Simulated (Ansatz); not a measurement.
Compare A (`C=CCCC`) with its isomer B (`CC=C(C)C`).

Gas-phase electronic energies from Ansatz, PBE0-D4/def2-TZVP geometries. CCSD(T)/CBS is the MP2 limit (def2-TZVPP, def2-QZVPP) plus CCSD(T) − MP2 in def2-TZVPP, frozen cores. DFT in def2-TZVPP. B3LYP here is the variant with VWN-RPA as its local correlation; programs differ in this. One conformer a species, not always the lowest.

A:

```xyz
15

C     1.587   -1.064    1.834
C     1.099   -0.003    1.205
C     0.549   -0.002   -0.181
C    -0.916    0.423   -0.236
C    -1.459    0.468   -1.654
H     1.965   -1.001    2.847
H     1.627   -2.036    1.352
H     1.074    0.952    1.728
H     1.135    0.687   -0.803
H     0.663   -0.997   -0.624
H    -1.023    1.407    0.234
H    -1.510   -0.269    0.371
H    -2.508    0.771   -1.671
H    -1.387   -0.512   -2.134
H    -0.897    1.177   -2.268
```

B:

Z-matrix (Å, degrees):
```
C
C 1 1.491
H 1 1.090 2 113.1
H 1 1.095 2 110.8 3 121.0
H 1 1.095 2 110.8 3 -121.0
C 2 1.333 1 128.2 3 -0.2
H 2 1.089 1 114.9 3 179.8
C 6 1.496 2 124.8 1 0.0
C 6 1.497 2 120.8 1 -180.0
H 8 1.095 6 110.4 2 121.3
H 8 1.095 6 110.4 2 -121.4
H 8 1.089 6 113.4 2 -0.0
H 9 1.096 6 111.0 2 120.9
H 9 1.091 6 111.8 2 -0.1
H 9 1.096 6 111.0 2 -121.0
```

Task: Which isomer does CCSD(T)/CBS put lower? Give the gap. (Estimate.)

Result: Computed: B, by 4.0 kcal/mol.

Task: Give E(B) − E(A) in kcal/mol with CCSD(T)/def2-TZVPP, HF/def2-TZVPP, B2PLYP, B3LYP-D4, r2SCAN-D4, CCSD/def2-TZVPP, PBE0-D4. (Best estimate.)

Result: The calculation gave: CCSD(T)/def2-TZVPP -4.0, HF/def2-TZVPP -2.4, B2PLYP -4.4, B3LYP-D4 -5.0, r2SCAN-D4 -5.5, CCSD/def2-TZVPP -3.7, PBE0-D4 -5.5. None reverses the order clearly.

Largest T1 diagnostic: 0.010.

Leaving LDA and LC-ωPBE aside and taking each functional with its dispersion term where it has one, the values, not all of them listed here, spread over 1.5 kcal/mol, from PBE-D4 to ωB97X-V. LDA lies −1.7 kcal/mol from PBE without D4. In def2-TZVPP, CCSD(T) changes the Hartree–Fock value by −1.6 kcal/mol (the triples alone add −0.3 kcal/mol) and MP2 by −2.4 kcal/mol.
